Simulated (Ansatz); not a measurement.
Relaxation of C₃H₅N (9 atoms, charge 0, multiplicity 1), to a largest force component of 0.015 eV/Å in at most 40 steps.

Level of theory: Ansatz 0.2.0, RKS B3LYP-D4/def2-SVP.

```xyz
9
Properties=species:S:1:pos:R:3
N -0.174 1.256 -0.685
C 0.489 0.061 -0.233
C -0.254 -1.168 0.218
C 0.286 -0.438 1.154
H 0.368 1.718 -1.408
H -0.302 1.908 0.081
H 1.457 -0.040 -0.718
H -0.843 -2.011 -0.055
H 0.464 -0.254 2.186
```

Question: Where does it end, and by what steps?

Answer: It converged. After 13 steps the energy has fallen by 0.129 eV; H6 moved furthest, 0.77 Å.

```
step  energy less start (eV)  largest force component (eV/Å)  accepted
   0                  0.0000                           1.009       yes
   1                 -0.0549                           0.236       yes
   2                 -0.0592                           0.042       yes
   3                 -0.0601                           0.144       yes
   4                 -0.0667                           0.241       yes
   5                 -0.0915                           0.255       yes
   6                 -0.0775                           0.867        no
   7                 -0.1038                           0.472       yes
   8                 -0.1187                           0.220       yes
   9                 -0.1280                           0.077       yes
  10                 -0.1292                           0.039       yes
  11                 -0.1293                           0.026       yes
  12                 -0.1294                           0.017       yes
  13                 -0.1294                           0.002       yes
```

```xyz
9
Properties=species:S:1:pos:R:3
N -0.053 1.221 -0.845
C 0.555 0.032 -0.294
C -0.287 -1.062 0.266
C 0.415 -0.396 1.146
H 0.610 1.997 -0.850
H -0.851 1.512 -0.279
H 1.472 -0.221 -0.851
H -1.034 -1.826 0.057
H 0.666 -0.224 2.192
```

The run took 63 s on 1 thread of Arm Neoverse N1 (shared host), peak memory 0.15 GiB.
